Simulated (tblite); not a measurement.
Species: 2-methyl-1,3-dioxolane, C4H8O2.
Atom-mapped SMILES: `[CH3:1][CH:2]1[O:3][CH2:4][CH2:5][O:6]1` (hydrogens: H7, H8, H9 on C1; H10 on C2; H11, H12 on C4; H13, H14 on C5)

Computed with GFN2-xTB (tblite), gas phase: L-BFGS steps from a force-field or distance-geometry start until the largest atomic force falls under 0.01 eV/Å.

Step 9: E = -565.2781 eV
```
atom  x, y, z in Å  |  force x, y, z in eV/Å
C1      1.9388   -0.1087    0.1205    0.017   0.006  -0.026
C2      0.6343   -0.1897    0.9277    0.083   0.119  -0.036
O3     -0.0624    1.0340    0.9103    0.033   0.182   0.090
C4     -1.2514    0.8975    0.1649    0.023  -0.014   0.020
C5     -1.4791   -0.6168    0.1164   -0.012  -0.108  -0.005
O6     -0.2207   -1.1804    0.4135    0.098  -0.064  -0.094
H7      1.7793    0.4846   -0.7795   -0.021  -0.072   0.062
H8      2.2598   -1.1082   -0.1669   -0.077   0.052   0.088
H9      2.7170    0.3624    0.7199   -0.118  -0.026  -0.076
H10     0.8712   -0.4160    1.9849   -0.022  -0.035  -0.050
H11    -2.0344    1.4452    0.6936   -0.062  -0.076   0.010
H12    -1.1517    1.3277   -0.8411    0.161  -0.050  -0.001
H13    -1.7868   -0.9846   -0.8616   -0.046   0.056  -0.149
H14    -2.2146   -0.9476    0.8553   -0.058   0.032   0.166
```

Step 10: E = -565.2834 eV
```
atom  x, y, z in Å  |  force x, y, z in eV/Å
C1      1.9385   -0.1065    0.1175   -0.055  -0.016   0.045
C2      0.6364   -0.1856    0.9271   -0.012   0.115  -0.022
O3     -0.0682    1.0374    0.9238    0.026   0.061   0.016
C4     -1.2517    0.9003    0.1665    0.041  -0.043   0.026
C5     -1.4765   -0.6153    0.1158    0.011  -0.134   0.015
O6     -0.2138   -1.1781    0.4010    0.070   0.055  -0.051
H7      1.7781    0.4814   -0.7839   -0.015  -0.070   0.020
H8      2.2515   -1.1116   -0.1541   -0.056   0.028   0.018
H9      2.7187    0.3600    0.7121   -0.050   0.045  -0.020
H10     0.8685   -0.4195    1.9834    0.006  -0.034  -0.058
H11    -2.0438    1.4442    0.6870   -0.021  -0.077   0.009
H12    -1.1422    1.3312   -0.8387    0.154  -0.061   0.016
H13    -1.7887   -0.9877   -0.8578   -0.060   0.078  -0.190
H14    -2.2074   -0.9508    0.8580   -0.037   0.051   0.176
```

**Question.** Estimate the geometry and energy of step 11. (The exact step hangs on the optimiser's Hessian estimate; all steps are aligned on step 10, rigid shifts and turns removed.)

**Answer.** E = -565.2879 eV, largest force 0.182 eV/Å
```
atom  x, y, z in Å  |  force x, y, z in eV/Å
C1      1.9374   -0.1049    0.1158   -0.092  -0.016   0.087
C2      0.6380   -0.1803    0.9263   -0.088   0.071  -0.001
O3     -0.0721    1.0415    0.9345    0.003  -0.053  -0.045
C4     -1.2512    0.9017    0.1684    0.036  -0.065   0.018
C5     -1.4744   -0.6166    0.1155    0.018  -0.095   0.020
O6     -0.2070   -1.1753    0.3901    0.019   0.133  -0.020
H7      1.7766    0.4776   -0.7868   -0.014  -0.055  -0.032
H8      2.2438   -1.1137   -0.1434   -0.037  -0.006  -0.032
H9      2.7188    0.3589    0.7056    0.019   0.104   0.032
H10     0.8664   -0.4229    1.9809    0.027  -0.027  -0.047
H11    -2.0516    1.4415    0.6819    0.019  -0.074  -0.003
H12    -1.1314    1.3323   -0.8364    0.130  -0.069   0.036
H13    -1.7913   -0.9883   -0.8581   -0.057   0.094  -0.145
H14    -2.2025   -0.9521    0.8635    0.016   0.057   0.132
```

The energy changes by -0.0045 eV. The first-order estimate −F·Δx gives -0.0062 eV and the mean of the old and new forces, exact on a quadratic surface, -0.0045 eV. The step makes an angle of 62° with the force vector and moves no atom by more than 0.013 Å.

The cost below is that of the whole relaxation. The run took 0.22 s of wall time on Arm Neoverse V1, one thread, shared host.
